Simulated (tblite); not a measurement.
Compound: C₄H₁₀S₂.
Atom-mapped SMILES: `[CH3:1][S:2][CH2:3][C@@H:4]([CH3:5])[SH:6]` (hydrogens: H7, H8, H9 on C1; H10, H11 on C3; H12 on C4; H13, H14, H15 on C5; H16 on S6)

A start from a force field or distance geometry was refined with GFN2-xTB geometry optimisation, gas phase (tblite 0.8.0). Values at the start:

| coordinate | start |
| --- | --- |
| C1–S2 | 1.808 Å |
| C1–H7 | 1.096 Å |
| S2–C3 | 1.812 Å |
| C3–C4 | 1.543 Å |
| C3–H10 | 1.093 Å |
| C3–H11 | 1.096 Å |
| C4–C5 | 1.544 Å |
| C4–S6 | 1.830 Å |
| C4–H12 | 1.091 Å |
| C5–H13 | 1.097 Å |
| S6–H16 | 1.356 Å |
| C1–S2–C3 | 100.4° |
| S2–C3–C4 | 115.0° |
| C3–C4–C5 | 112.7° |
| C3–C4–S6 | 109.7° |
| C5–C4–S6 | 108.4° |
| C1–S2–C3–C4 | 70° |

Question: How do these coordinates change at the GFN2-xTB level?

Answer: 
```json
{"coordinate": "C4–C5", "GFN2-xTB (Å or °)": "1.517", "change": "-0.027"}
{"coordinate": "S6–H16", "GFN2-xTB (Å or °)": "1.331", "change": "-0.025"}
{"coordinate": "C3–C4", "GFN2-xTB (Å or °)": "1.519", "change": "-0.024"}
{"coordinate": "S2–C3", "GFN2-xTB (Å or °)": "1.824", "change": "+0.012"}
{"coordinate": "C5–H13", "GFN2-xTB (Å or °)": "1.087", "change": "-0.010"}
{"coordinate": "C1–H7", "GFN2-xTB (Å or °)": "1.086", "change": "-0.010"}
{"coordinate": "C4–S6", "GFN2-xTB (Å or °)": "1.838", "change": "+0.008"}
{"coordinate": "C1–S2", "GFN2-xTB (Å or °)": "1.814", "change": "+0.006"}
{"coordinate": "C3–H11", "GFN2-xTB (Å or °)": "1.091", "change": "-0.005"}
{"coordinate": "C4–H12", "GFN2-xTB (Å or °)": "1.093", "change": "+0.002"}
{"coordinate": "C3–H10", "GFN2-xTB (Å or °)": "1.091", "change": "-0.002"}
{"coordinate": "C5–C4–S6", "GFN2-xTB (Å or °)": "111.0", "change": "+2.6"}
{"coordinate": "S2–C3–C4", "GFN2-xTB (Å or °)": "112.9", "change": "-2.1"}
{"coordinate": "C3–C4–S6", "GFN2-xTB (Å or °)": "108.9", "change": "-0.8"}
{"coordinate": "C3–C4–C5", "GFN2-xTB (Å or °)": "112.8", "change": "+0.1"}
{"coordinate": "C1–S2–C3", "GFN2-xTB (Å or °)": "100.5", "change": "+0.1"}
{"coordinate": "C1–S2–C3–C4", "GFN2-xTB (Å or °)": "74", "change": "+4"}
```

The energy falls by 0.068 eV over 59 L-BFGS steps, the largest force on an atom goes from 1.07 to 0.010 eV/Å, and the atoms move by 0.071 Å rms after alignment. The bond that changes most is C4–C5 (sp3 carbon bound to sulfur to methyl carbon), which shortens by 0.027 Å. Bonds longer at the end by more than 0.005 Å: 3 of 15; shorter: 8. Rotational constants go from 4334, 1081, 1013 to 4300, 1105, 1018 MHz.

Its GFN2-xTB frequencies are all real (lowest 39 cm⁻¹). One conformer, not necessarily the lowest.

The values belong to the conformer `[CH3:1][S:2][CH2:3][C@@H:4]([CH3:5])[SH:6]`: C1–S2–C3–C4 74°, S2–C3–C4–C5 64°, H–S6–C4–C3 -67°.

These are computed values.
